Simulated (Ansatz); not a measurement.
Nudged elastic band run: AlH₆N

input.yaml

```yaml
crystal:
  periodic: [false, false, false]
  atoms:
    - { symbol: Al, position_ang: [0.02235, -0.03394, 0.163384] }
    - { symbol: H, position_ang: [0.014049, 0.81117, 1.543242] }
    - { symbol: H, position_ang: [1.401259, -0.070316, -0.682543] }
    - { symbol: H, position_ang: [-1.364879, -0.127763, -0.664274] }
    - { symbol: "N", position_ang: [0.067729, -1.972233, 0.959324] }
    - { symbol: H, position_ang: [-0.327473, -2.65529, 0.301887] }
    - { symbol: H, position_ang: [1.028661, -2.266438, 1.171483] }
    - { symbol: H, position_ang: [-0.473696, -2.031289, 1.830198] }
basis:
  gaussian: { orbitals: "6-31G*" }
hamiltonian:
  xc: pbe
  dispersion: d4
neb:
  order_check: false
  images: 7
  f_tol: 0.05
  max_iterations: 60
  final_atoms:
    - { symbol: Al, position_ang: [0.15039384, -0.59217252, -0.83249804] }
    - { symbol: H, position_ang: [-0.37061862, -0.38616702, 3.43793362] }
    - { symbol: H, position_ang: [1.5322865, 0.15492286, -1.13549097] }
    - { symbol: H, position_ang: [-1.25503187, -0.26782159, -1.52577113] }
    - { symbol: "N", position_ang: [0.18034227, -1.9049625, 0.38854311] }
    - { symbol: H, position_ang: [-0.62615576, -2.46760621, 0.65877893] }
    - { symbol: H, position_ang: [1.01554902, -2.21691273, 0.88459082] }
    - { symbol: H, position_ang: [-0.25876539, -0.66537928, 2.74661466] }
  initial_path:
    images:
      - { positions_ang: [[0.02235, -0.03394, 0.163384], [0.014049, 0.81117, 1.543242], [1.401259, -0.070316, -0.682543], [-1.364879, -0.127763, -0.664274], [0.067729, -1.972233, 0.959324], [-0.327473, -2.65529, 0.301887], [1.028661, -2.266438, 1.171483], [-0.473696, -2.031289, 1.830198]] }
      - { positions_ang: [[0.00805619, -0.02677295, 0.12112681], [-0.00494688, 0.60909911, 1.63346785], [1.38243364, -0.0409223, -0.70356692], [-1.36702585, -0.11193868, -0.69932537], [0.08450734, -2.00450612, 0.89594162], [-0.33166835, -2.7120593, 0.26960826], [0.94523184, -2.28011746, 1.27323201], [-0.34858793, -1.77888129, 1.83221672]] }
      - { positions_ang: [[-0.00623761, -0.01960591, 0.07886962], [-0.02394276, 0.40702822, 1.72369371], [1.36360828, -0.0115286, -0.72459084], [-1.3691727, -0.09611436, -0.73437674], [0.10128568, -2.03677925, 0.83255925], [-0.33586371, -2.7688286, 0.23732953], [0.86180268, -2.29379693, 1.37498103], [-0.22347987, -1.52647358, 1.83423545]] }
      - { positions_ang: [[-0.02053142, -0.01243886, 0.03661243], [-0.04293863, 0.20495733, 1.81391956], [1.34478292, 0.0178651, -0.74561476], [-1.37131955, -0.08029003, -0.76942811], [0.11806402, -2.06905237, 0.76917687], [-0.34005906, -2.82559791, 0.20505079], [0.77837352, -2.30747639, 1.47673004], [-0.0983718, -1.27406587, 1.83625417]] }
      - { positions_ang: [[-0.03482522, -0.00527181, -0.00564476], [-0.06193451, 0.00288644, 1.90414542], [1.32595756, 0.0472588, -0.76663868], [-1.3734664, -0.06446571, -0.80447948], [0.13484236, -2.10132549, 0.7057945], [-0.34425441, -2.88236721, 0.17277205], [0.69494436, -2.32115586, 1.57847906], [0.02673626, -1.02165816, 1.83827289]] }
      - { positions_ang: [[0.01147954, -0.15199699, -0.21235808], [-0.13910554, -0.09437692, 2.28759247], [1.3775398, 0.07417481, -0.85885175], [-1.34385776, -0.11530468, -0.98480239], [0.14621734, -2.05223474, 0.62648165], [-0.41472975, -2.77867696, 0.29427377], [0.77509552, -2.29509508, 1.405007], [-0.04463915, -0.93258844, 2.06535834]] }
      - { positions_ang: [[0.05778431, -0.29872217, -0.4190714], [-0.21627657, -0.19164029, 2.67103952], [1.42912203, 0.10109083, -0.95106482], [-1.31424913, -0.16614365, -1.1651253], [0.15759232, -2.003144, 0.5471688], [-0.48520509, -2.67498671, 0.41577549], [0.85524669, -2.2690343, 1.23153494], [-0.11601456, -0.84351872, 2.29244378]] }
      - { positions_ang: [[0.10408907, -0.44544734, -0.62578472], [-0.29344759, -0.28890366, 3.05448657], [1.48070427, 0.12800685, -1.0432779], [-1.2846405, -0.21698262, -1.34544822], [0.1689673, -1.95405325, 0.46785596], [-0.55568043, -2.57129646, 0.53727721], [0.93539786, -2.24297351, 1.05806288], [-0.18738997, -0.754449, 2.51952922]] }
      - { positions_ang: [[0.15039384, -0.59217252, -0.83249804], [-0.37061862, -0.38616702, 3.43793362], [1.5322865, 0.15492286, -1.13549097], [-1.25503187, -0.26782159, -1.52577113], [0.18034227, -1.9049625, 0.38854311], [-0.62615576, -2.46760621, 0.65877893], [1.01554902, -2.21691273, 0.88459082], [-0.25876539, -0.66537928, 2.74661466]] }
```

Run as:

```bash
$ ansatz run input.yaml --threads 1 --pin off --max-ram 2048MiB --backend cpu --events-out ev --progress --plain --runs-dir out
```

Output, in part (warnings, iteration lines, the closing report on the highest movable image, with atoms numbered from 0):

```
NEB end point (image 0): max|allowed force component| = 1.331e-2 eV/Å (the criterion of neb.relax_end_points is 1.000e-2)
NEB end point (image 8): max|allowed force component| = 3.102e-2 eV/Å (the criterion of neb.relax_end_points is 1.000e-2)
NEB iter   1: max|band force component| = 5.082e0 eV/Å  barrier→ = 3.3410 eV  barrier← = 2.7786 eV  Δτ_max = 0.2000 Å  (211 SCF iters)
NEB iter   2: max|band force component| = 2.713e0 eV/Å  barrier→ = 2.2301 eV  barrier← = 1.6677 eV  Δτ_max = 0.2000 Å  (167 SCF iters)
NEB iter   3: max|band force component| = 1.741e0 eV/Å  barrier→ = 1.5188 eV  barrier← = 0.9564 eV  Δτ_max = 0.2000 Å  (158 SCF iters)
NEB iter   4: max|band force component| = 1.812e0 eV/Å  barrier→ = 1.8035 eV  barrier← = 1.2410 eV  Δτ_max = 0.1030 Å  (151 SCF iters)
NEB iter   5: max|band force component| = 1.069e0 eV/Å  barrier→ = 1.5175 eV  barrier← = 0.9550 eV  Δτ_max = 0.1021 Å  (147 SCF iters)
NEB iter   6: max|band force component| = 9.343e-1 eV/Å  barrier→ = 1.3698 eV  barrier← = 0.8073 eV  Δτ_max = 0.0998 Å  (146 SCF iters)
NEB iter   7: max|band force component| = 5.079e-1 eV/Å  barrier→ = 1.2532 eV  barrier← = 0.6907 eV  Δτ_max = 0.1004 Å  (142 SCF iters)
NEB iter   8: max|band force component| = 7.699e-1 eV/Å  barrier→ = 1.2184 eV  barrier← = 0.6559 eV  CI = image 3  Δτ_max = 0.1000 Å  (134 SCF iters)
NEB iter   9: max|band force component| = 4.876e-1 eV/Å  barrier→ = 1.3252 eV  barrier← = 0.7628 eV  CI = image 3  Δτ_max = 0.1995 Å  (142 SCF iters)
NEB iter  10: max|band force component| = 8.692e-1 eV/Å  barrier→ = 1.3260 eV  barrier← = 0.7636 eV  CI = image 3  Δτ_max = 0.0989 Å  (144 SCF iters)
NEB iter  11: max|band force component| = 1.522e-1 eV/Å  barrier→ = 1.3380 eV  barrier← = 0.7756 eV  CI = image 3  Δτ_max = 0.0417 Å  (144 SCF iters)
NEB iter  12: max|band force component| = 1.081e-1 eV/Å  barrier→ = 1.3333 eV  barrier← = 0.7708 eV  CI = image 3  Δτ_max = 0.0739 Å  (139 SCF iters)
NEB iter  13: max|band force component| = 9.708e-2 eV/Å  barrier→ = 1.3294 eV  barrier← = 0.7669 eV  CI = image 3  Δτ_max = 0.0547 Å  (140 SCF iters)
NEB iter  14: max|band force component| = 1.008e-1 eV/Å  barrier→ = 1.3286 eV  barrier← = 0.7661 eV  CI = image 3  Δτ_max = 0.0195 Å  (137 SCF iters)
NEB iter  15: max|band force component| = 3.114e-2 eV/Å  barrier→ = 1.3284 eV  barrier← = 0.7660 eV  CI = image 3  Δτ_max = 0.0000 Å  (276 SCF iters)
Total energy: -8177.11548763 eV, -300.5034515224 hartree
Atom 0 at     0.036632    -0.356880    -0.064586 Å, force    -0.006026    -0.006156     0.010218 eV/Å
Atom 1 at    -0.244582     0.071855     1.716487 Å, force     0.003860    -0.001112    -0.006441 eV/Å
Atom 2 at     1.450226     0.283938    -0.453940 Å, force     0.004225     0.003086    -0.000228 eV/Å
Atom 3 at    -1.354862    -0.083818    -0.806162 Å, force    -0.003066     0.001905    -0.001340 eV/Å
Atom 4 at     0.149482    -2.062875     0.813740 Å, force     0.014397     0.020710     0.000514 eV/Å
Atom 5 at    -0.604217    -2.752135     0.765808 Å, force     0.002113    -0.009600     0.000732 eV/Å
Atom 6 at     1.044970    -2.529032     0.977246 Å, force    -0.008845    -0.012957    -0.002024 eV/Å
Atom 7 at    -0.109648    -0.917152     1.674108 Å, force    -0.006658     0.004124    -0.001432 eV/Å
Dipole moment:     0.047579    -0.483549     0.134054 e Å
```

The forces met the threshold. A vibrational analysis at the climbing image gives one clearly imaginary mode, 1147i cm⁻¹: a first-order saddle point. The orbitals stay closed-shell, which can raise the energy where a bond breaks towards radicals; this wasn't checked here.

Final band (atoms are numbered from 1 in the order of the input):

```tsv
image	path coordinate (Å)	energy (kJ/mol)	Al1–H2 (Å)	N5–H8 (Å)	H2–H8 (Å)
0	0.00	0.0	1.62	1.03	2.90
1	0.74	1.7	1.62	1.03	2.75
2	1.47	26.6	1.65	1.04	1.87
3	2.21	128.2	1.85	1.46	1.00
4	2.91	74.1	2.37	2.19	0.77
5	3.61	57.9	2.94	2.74	0.75
6	4.31	55.8	3.56	2.91	0.75
7	5.01	54.9	3.96	2.80	0.75
8	5.71	54.3	4.31	2.70	0.75
```

Run time: 120 s on 1 thread of Arm Neoverse V2, with other jobs on the host, peak memory 0.092 GiB.
